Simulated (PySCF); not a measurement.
**Continuum solvent and chemical shifts**

Cartesian coordinates in Å; atom numbers follow the order of the lines, from 1:
```xyz
13

F     2.5411   -1.2528    0.6285
C     1.8634   -0.1008    0.6480
C     0.6497    0.0064    0.1241
C    -0.3037   -0.9882   -0.4905
C    -1.4345    0.0494   -0.2746
C    -0.3696    1.1209    0.0752
H     2.4097    0.7113    1.1370
H    -0.0918   -1.1834   -1.5551
H    -0.3989   -1.9583    0.0209
H    -2.0758   -0.2002    0.5828
H    -2.0763    0.2638   -1.1406
H    -0.1903    1.8280   -0.7521
H    -0.5231    1.7040    0.9965
```

GIAO PBE0/pcSseg-1 in PySCF 2.14 on one PBE0-D3(BJ)/def2-SVP conformer, non-relativistic, equivalent nuclei averaged. Solvents enter as an IEF-PCM continuum (acetone with ε = 20.5) around the gas-phase geometry. Shifts are referred to CFCl3, TMS computed in the same medium.

Gas phase, δ in ppm: F1 -132.3, C2 150.8, C3 126.0, C4 27.5, C6 27.0, C5 19.1, H7 6.60, H8/H9 2.76, H12/H13 2.65, H10/H11 1.92. Dipole moment 1.70 D.

(1) How does each δ change in the continuum?

(2) Which of the listed nuclei move most (in ppm), and what does the model miss?

Answers

(1) 
```tsv
atoms	environment	Δδ, acetone
F1	vinylic fluorine	-5.9
C2	alkene CH	+1.4
C3	fully substituted alkene carbon	+3.2
C4	allylic sp3 CH2	-0.8
C6	allylic sp3 CH2	-0.4
C5	sp3 CH2 in a ring	-0.7
H7	hydrogen on an alkene CH	+0.17
H8/H9	hydrogen on an allylic sp3 CH2	+0.07
H12/H13	hydrogen on an allylic sp3 CH2	+0.16
H10/H11	hydrogen on an sp3 CH2 in a ring	+0.12
```

Changes are relative to the gas phase. The dipole moment becomes 2.11 D in acetone.

(2) F1 (vinylic fluorine, -5.9 ppm) in acetone. A continuum only polarises the solute; specific hydrogen bonds, the anisotropy of aromatic solvents and changes of geometry or conformer are outside it.
